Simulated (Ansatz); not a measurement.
**CHPSi (triplet): the correlation ladder at a displaced geometry (v2), cc-pVDZ**

One table from this session's results is given with a row withheld; the runs are named, their logs left out.

Program: Ansatz 0.2.0, Gaussian basis. Level of theory: cc-pVDZ, core rule «outside noble gas», up to 11 orbitals frozen. These are calculated values, not measurements.

To be run: UHF; CCSD(T) on ROHF; CCSD(T) on UHF; BCCD(T) on ROHF; CISD; CCSDT(Q) on ROHF; CCSDT(Q) on UHF.

26 further runs of the same task are left out: 9 that didn't finish, 17 set aside as unsound or not needed.

## The geometry

The geometry is a PBE0/def2-TZVP stationary point (not a proven minimum) with its atoms shifted at random (size 0.100 Å).

4 atoms, charge 0, spin multiplicity 3.

Atoms are counted from 1 here; the program's logs count them from 0.

Bond lengths: C1–P2 1.685 Å, C1–Si3 1.733 Å, P2–H4 1.525 Å. Angles: P2–C1–Si3 169.4°, C1–P2–H4 95.8°.

The first run:

in.yaml

```yaml
crystal:
  periodic: [false, false, false]
  atoms:
    - {symbol: C, position_ang: [0.105311, -0.060834, -0.070630]}
    - {symbol: P, position_ang: [-0.059563, 0.099883, 1.598570]}
    - {symbol: Si, position_ang: [0.017057, -0.034482, -1.801435]}
    - {symbol: H, position_ang: [0.100166, -1.383650, 1.913600]}
basis:
  gaussian: {orbitals: cc-pVDZ}
magnetization: {spin_polarized: true, initial_magnetization: 2}
hamiltonian: {xc: hf}
output: {orbitals: {seedname: orbitals}}
```

On the command line:

```
$ ansatz run in.yaml --threads 1 --pin off --events-out ev --progress --plain --max-ram 2393MiB
```

Steps of the session up to this table: UHF; CCSD(T) on ROHF; CCSD(T) on UHF; BCCD(T) on ROHF; CISD; CCSDT(Q) on ROHF; CCSDT(Q) on UHF.

One of the session's tables, all rows but one given; the rest of the session is left out.

```
   method  from RCCSDT(Q) (kJ/mol)
     ROHF                   +947.1
      UHF                   +905.7
     RMP2                   +155.9
     UMP2                   +183.5
     CISD                   +165.9
    RCCSD                    +54.5
    UCCSD                    +52.3
 RCCSD(T)                     +9.4
 UCCSD(T)                    +10.5
  BCCD(T)                     +9.2
   RCCSDT                        ?
   UCCSDT                     +3.9
RCCSDT(Q)                        0
UCCSDT(Q)                     -0.5
```

Q: Estimate the row for RCCSDT from the others.

**Answer.** from RCCSDT(Q) (kJ/mol): +4.3. In the column «from RCCSDT(Q) (kJ/mol)» it lies between UCCSDT (+3.9) and BCCD(T) (+9.2).

Limits of these values: Restricted and unrestricted rows rest on different reference determinants; where their highest levels disagree by more than a few hundredths of an eV, they describe different states and don't form one ladder.
